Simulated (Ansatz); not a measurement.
**One shape, several levels: PH2 (SMILES [PH2])**

Aim: a comparison of 6 runs (U-wB97X/3-21G, UB3LYP/3-21G, U-r2SCAN/6-31G*, UMP2/6-31G*, UCCSDT/3-21G, UCCSD/6-31G*) of PH2. 

The results are computed with Ansatz 0.2.0.

46 further runs of the same task are left out: 46 set aside as unsound or not needed.

## Step 1: The structure to begin with

The species is PH2 (3 atoms), meant as a doublet with charge 0. SMILES: `[PH2]`. The H3–P1 distance was set to 2.784 Å, away from the relaxed value. At this shape a bond of the SMILES string is far longer than usual.

Bond lengths: P1–H2 1.392 Å.

## Step 2: The energy at U-wB97X/3-21G (run 1)

The input, job.yaml:

```yaml
crystal:
  periodic: [false, false, false]
  atoms:
    - {symbol: P, position_ang: [1.654894, 0.119110, 0.930445]}
    - {symbol: H, position_ang: [1.251934, 1.449220, 0.850185]}
    - {symbol: H, position_ang: [-0.625980, -0.724620, -0.425100]}
basis:
  gaussian:
    orbitals: 3-21G.json
total_charge: 0
magnetization:
  spin_polarized: true
  initial_magnetization: 1
hamiltonian:
  xc: {name: wB97X}
accuracy: high
```

The basis set 3-21G is read from a file made from the Basis Set Exchange's data (not shown).

Started as:

```
$ ansatz run job.yaml --threads 1 --pin off --max-ram 2610MiB --events-out events.jsonl --progress --plain --runs-dir runs
```

Output:

```text
Warning: RAYON_NUM_THREADS=1 ignored (pool sized by the plan → 1); use --threads N
Functional definition: wB97X
  name "wB97X"
  parameter omega = 0.3/bohr
  parameter cx = 0.157706
  parameter cx1 = 0.726479
  parameter cx2 = 1.04760
  parameter cx3 = -5.70635
  parameter cx4 = 13.2794
  parameter css1 = -4.33879
  parameter css2 = 18.2308
  parameter css3 = -31.7430
  parameter css4 = 17.2901
  parameter cos1 = 2.37031
  parameter cos2 = -11.3995
  parameter cos3 = 6.58405
  parameter cos4 = -3.78132
  exchange = spin_sum(e_x_unif_sr(omega)*poly(b97_u_x, 1 - cx, cx1, cx2, cx3, cx4)) + cx*exact_x_sr(omega)
      + exact_x_lr(omega)
  correlation = spin_sum(e_c_pw_same_spin*poly(b97_u_same, 1, css1, css2, css3, css4))
      + integral(e_c_pw_opposite_spin*poly(b97_u_opposite, 1, cos1, cos2, cos3, cos4))
317 factors; integrals over basis functions are off by at most 4.3e-9 eV
127 factors; integrals over basis functions are off by at most 1.9e-9 eV
mean field evaluation 1: about -9267.7961 eV, gradient 3.3e0 eV
mean field evaluation 2: about -9267.9133 eV, gradient 1.8e0 eV
mean field evaluation 4: about -9267.9829 eV, gradient 8.5e-1 eV
mean field evaluation 8: about -9268.7164 eV, gradient 1.5e0 eV
mean field evaluation 16: about -9268.8881 eV, gradient 1.1e-7 eV
mean field evaluation 32: about -9268.8881 eV, gradient 8.2e-5 eV
mean field evaluation 64: about -9268.5037 eV, gradient 1.7e-1 eV
mean field -9268.88809553 eV, -340.6253548328 hartree, gradient 1.8e-8 eV, S^2 1.585326; 6 other end points of the search recorded, 0 dependent functions left out
reference -9268.88809477 eV, -340.6253548046 hartree; 9, 8 occupied and 8, 9 virtual orbitals, 317 factors
Total energy: -9268.88809477 eV, -340.6253548046 hartree
```

Run time: 16 s. Hardware: 1 thread of Arm Neoverse V1, shared host; peak memory 0.25 GiB.

## Step 3: A single-point energy at UB3LYP/3-21G (run 2)

The input, input.yaml:

```yaml
crystal:
  periodic: [false, false, false]
  atoms:
    - {symbol: P, position_ang: [1.654894, 0.119110, 0.930445]}
    - {symbol: H, position_ang: [1.251934, 1.449220, 0.850185]}
    - {symbol: H, position_ang: [-0.625980, -0.724620, -0.425100]}
basis:
  gaussian: {orbitals: 3-21G.json}
magnetization: {spin_polarized: true, initial_magnetization: 1}
accuracy: high
hamiltonian: {xc: {name: B3LYP}}
```

The basis set 3-21G is read from a file made from the Basis Set Exchange's data (not shown).

Started as:

```
$ ansatz run input.yaml --threads 1 --pin off --max-ram 2610MiB --events-out events.jsonl --progress --plain --runs-dir runs
```

Output:

```text
Warning: RAYON_NUM_THREADS=1 ignored (pool sized by the plan → 1); use --threads N
Functional definition: B3LYP
  name "B3LYP"
  parameter a0 = 0.2
  parameter ax = 0.72
  parameter ac = 0.81
  exchange = (1 - a0 - ax)*slater_x + ax*b88_x + a0*exact_x
  correlation = (1 - ac)*vwn_rpa_c + ac*lyp_c
317 factors; integrals over basis functions are off by at most 4.3e-9 eV
mean field evaluation 1: about -9269.3035 eV, gradient 2.3e0 eV
mean field evaluation 2: about -9269.2173 eV, gradient 3.7e0 eV
mean field evaluation 4: about -9269.4074 eV, gradient 7.7e-1 eV
mean field evaluation 8: about -9269.3433 eV, gradient 1.2e-2 eV
mean field evaluation 16: about -9269.8931 eV, gradient 1.0e-8 eV
mean field evaluation 32: about -9269.8931 eV, gradient 9.2e-7 eV
mean field evaluation 64: about -9269.8931 eV, gradient 1.5e-8 eV
mean field -9269.89305677 eV, -340.6622864771 hartree, gradient 1.5e-8 eV, S^2 1.481530; 6 other end points of the search recorded, 0 dependent functions left out
reference -9269.89308204 eV, -340.6622874056 hartree; 9, 8 occupied and 8, 9 virtual orbitals, 317 factors
Total energy: -9269.89308204 eV, -340.6622874056 hartree
```

Run time: 2.7 s. Hardware: 1 thread of Arm Neoverse V1, shared host; peak memory 0.097 GiB.

Runs 3 to 4 aren't shown in full; the table further down has their settings and results.

## Step 4: A single-point energy at UCCSDT/3-21G (run 5)

The input, job.yaml:

```yaml
crystal:
  periodic: [false, false, false]
  atoms:
    - {symbol: P, position_ang: [1.654894, 0.119110, 0.930445]}
    - {symbol: H, position_ang: [1.251934, 1.449220, 0.850185]}
    - {symbol: H, position_ang: [-0.625980, -0.724620, -0.425100]}
basis:
  gaussian: {orbitals: 3-21G.json}
magnetization: {spin_polarized: true, initial_magnetization: 1}
correlation: {method: ccsdt, frozen_orbitals: {H: 0, P: 5}}
accuracy: high
scf: {omitted_lower_state_checks: [cluster_reference, increment]}
```

The basis set 3-21G is read from a file made from the Basis Set Exchange's data (not shown).

Started as:

```
$ ansatz run job.yaml --threads 1 --pin off --max-ram 2610MiB --events-out events.jsonl --progress --plain --runs-dir runs
```

Output:

```text
Warning: RAYON_NUM_THREADS=1 ignored (pool sized by the plan → 1); use --threads N
[... 14 lines left out ...]
5 core orbitals not correlated: weight in the atoms' cores, before any rotation towards them, 1.000 or more for the frozen orbitals, at most 0.000 for the correlated occupied ones
[... 54 lines left out ...]
Total energy: -9254.61295006 eV, -340.1007529129 hartree
Checks for a lower state left out: cluster_reference, increment
```

Wall time 1.2 s (1 thread of Arm Neoverse V1, shared host).

## Step 5: The energy at UCCSD/6-31G(d) (spherical functions) (run 6)

The input, input.yaml:

```yaml
crystal:
  periodic: [false, false, false]
  atoms:
    - {symbol: P, position_ang: [1.654894, 0.119110, 0.930445]}
    - {symbol: H, position_ang: [1.251934, 1.449220, 0.850185]}
    - {symbol: H, position_ang: [-0.625980, -0.724620, -0.425100]}
basis:
  gaussian:
    orbitals: 6-31G_st_-spherical.json
magnetization:
  spin_polarized: true
  initial_magnetization: 1
correlation:
  method: ccsd
  frozen_orbitals: {H: 0, P: 5}
accuracy: high
scf:
  omitted_lower_state_checks: [cluster_reference, increment]
```

The basis set 6-31G* is read from a file made from the Basis Set Exchange's data (not shown).

Started as:

```
$ ansatz run input.yaml --threads 1 --pin off --max-ram 2610MiB --events-out events.jsonl --progress --plain --runs-dir runs
```

Output:

```text
Warning: RAYON_NUM_THREADS=1 ignored (pool sized by the plan → 1); use --threads N
[... 15 lines left out ...]
5 core orbitals not correlated: weight in the atoms' cores, before any rotation towards them, 1.000 or more for the frozen orbitals, at most 0.000 for the correlated occupied ones
[... 36 lines left out ...]
Total energy: -9302.35812569 eV, -341.8553557543 hartree
Checks for a lower state left out: cluster_reference, increment
```

It took 0.58 s on 1 thread of Arm Neoverse V1, shared host.

## Step 6: The series

```tsv
run	level	frozen core orbitals	energy (Eh)	⟨S²⟩	wall time
1	U-wB97X/3-21G	–	-340.625355	1.585	16 s
2	UB3LYP/3-21G	–	-340.662287	1.482	2.7 s
3	U-r2SCAN/6-31G* (spherical functions)	–	-342.339714	1.502	7.8 s
4	UMP2/6-31G* (spherical functions)	5	-341.832576	1.692	0.36 s
5	UCCSDT/3-21G	5	-340.100753	1.684	1.2 s
6	UCCSD/6-31G* (spherical functions)	5	-341.855356	1.692	0.58 s
```

## Step 7: Summary of results

```
                                          quantity          value
                               run 6: total energy  -341.85536 Eh
run 6: correlation energy (5 core orbitals frozen)      -91.1 mEh
          run 6: ⟨S²⟩ of the reference determinant          1.692
                              run 6: T1 diagnostic          0.029
```

**Reading.** Totals of different functionals can't be ranked against each other. Spin contamination of the reference: run 4 ⟨S²⟩ = 1.69, run 6 ⟨S²⟩ = 1.69, run 5 ⟨S²⟩ = 1.68, run 1 ⟨S²⟩ = 1.59, run 3 ⟨S²⟩ = 1.50, run 2 ⟨S²⟩ = 1.48. Where it is this large, the reference is a mixture of spin states, and values that rest on it are in doubt. All runs together took 28 s, the longest 16 s.
